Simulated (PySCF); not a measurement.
Below is a simulated gas-phase C 1s photoelectron spectrum of `C=CC(=O)Cl`.

Every computed line was given a Gaussian of 0.8 eV full width at half maximum and an area set by the number of equivalent atoms; the highest printed point is 100. Method used: delta-SCF UKS SCAN, pcX-2 on the ionised atom, pcseg-1 elsewhere, spin-free X2C (PySCF).

```csv
binding energy (eV),intensity
290.4,0
290.5,1
290.6,1
290.7,3
290.8,6
290.9,11
291.0,19
291.1,30
291.2,45
291.3,61
291.4,77
291.5,91
291.6,99
291.7,100
291.8,94
291.9,82
292.0,66
292.1,50
292.2,35
292.3,22
292.4,13
292.5,7
292.6,4
292.7,2
292.8,1
292.9,0
293.0,0
293.1,0
293.2,0
293.3,0
293.4,0
293.5,0
293.6,0
293.7,0
293.8,0
293.9,0
294.0,1
294.1,2
294.2,5
294.3,9
294.4,15
294.5,23
294.6,32
294.7,41
294.8,49
294.9,53
295.0,53
295.1,49
295.2,41
295.3,31
295.4,22
295.5,14
295.6,8
295.7,5
295.8,2
295.9,1
296.0,0
296.1,0
```

Question: How many maxima does the curve show, and how many computed lines lie under it?

Answer: The curve has 2 maxima (at 291.7 and 294.9 eV). Under it lie 3 lines from 3 inequivalent carbon sites. At this width some lines have no maximum of their own.

Question: Decompose the envelope and assign each component. Numbering: `[CH2:1]=[CH:2][C:3](=[O:4])[Cl:5]`.

Answer: 
| position (eV) | relative area | line | atoms | environment |
| --- | --- | --- | --- | --- |
| 291.54 | 1 | C 1s | C1 | terminal =CH2 carbon |
| 291.80 | 1 | C 1s | C2 | alkene CH carbon |
| 294.95 | 1 | C 1s | C3 | acyl halide carbon |

Lowest listed C 1s: C1, bonded to C (double bond) and 2 H. Highest, 3.41 eV above it: C3, bonded to O (double bond), Cl and C. The widest gap between neighbouring values is 3.15 eV, between 291.80 and 294.95 eV.

Shake-up satellites, vibrational structure and lifetime widths aren't simulated. Geometry: GFN2-xTB, one conformer, isolated molecule.

Shape of the structure used: `[CH2:1]=[CH:2][C:3](=[O:4])[Cl:5]`: C1–C2–C3–O4 0°.
